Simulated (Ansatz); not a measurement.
Two shapes of singlet O3.

Shape 1:

```xyz
3

O     0.0000    0.0000   -0.4204
O     0.0000    1.0607    0.2102
O     0.0000   -1.0607    0.2102
```

Shape 2:

```xyz
3

O     0.0000    0.0000   -0.3867
O     0.0000    0.9759    0.1934
O     0.0000   -0.9759    0.1934
```

Basis set: def2-TZVP (spherical functions). Frozen core: 3 orbitals. Charge 0, multiplicity 1.

Computed with Ansatz (development build ahead of 0.2.0); each method stands on the lowest determinant of its kind that the runs found.

Which shape is lower in energy, and by how much in each method?

```
 method  E(2) − E(1) (eV)
    RHF             0.228
RHF-MP2             1.356
```

Shape 1 is lower. Caution: in another basis set an unrestricted determinant lies well below.
